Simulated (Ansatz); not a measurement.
**What a trial cell of Be2Cl3 relaxes into**

Theory: DFT PBE, scalar-relativistic, plane waves, PAW (Ansatz 0.2.0). Cutoff 420 eV, Γ-centred k mesh, Gaussian smearing, no spin polarisation in the final step.

This is the end of a relaxation of cell and atoms.

```yaml
crystal:
  lattice:
    - [3.35044, 0.00000, 0.00000]
    - [-1.67522, 2.90157, 0.00000]
    - [0.00000, 0.00000, 9.36680]
  atoms:
    - { symbol: Be, position: [0.33333, 0.66667, 0.16411] }
    - { symbol: Be, position: [0.66667, 0.33333, 0.83589] }
    - { symbol: Cl, position: [0.00000, 0.00000, 0.00000] }
    - { symbol: Cl, position: [0.33333, 0.66667, 0.71929] }
    - { symbol: Cl, position: [0.66667, 0.33333, 0.28071] }
```

The zero of energy is the elements' standard structures at the same level (Cl₂ as a molecule); no fitted shifts are applied.

Question: What space group does it have?

Answer: P-3m1 (No. 164). Conventional cell: a = 3.350 Å, c = 9.367 Å. Be is coordinated by 3 Cl at 2.22 Å and 3 Cl at 2.47 Å; Cl on Wyckoff site a (1 atom of the primitive cell) has 6 Be at 2.47 Å; Cl on Wyckoff site d (2 atoms of the primitive cell) has 3 Be at 2.22 Å.

Question: How far does it lie from the elements in energy?

Answer: -0.54 eV/atom.

Question: Is it a metal?

Answer: Yes, bands cross the Fermi level on the 12×12×4 mesh.

The final run used a 12×12×4 mesh on its 5-atom cell and 0.10 eV smearing. For metals, differences of a few meV/atom aren't resolved. No dispersion correction is applied, so the spacing between layers, chains or molecules is poorly fixed, and with it the volume and density. The cell came from a trial start, so Be2Cl3 may not exist in this structure.

Cost: 3 runs of about 1.7 core-minutes in all, on Arm Neoverse V2 (shared hosts).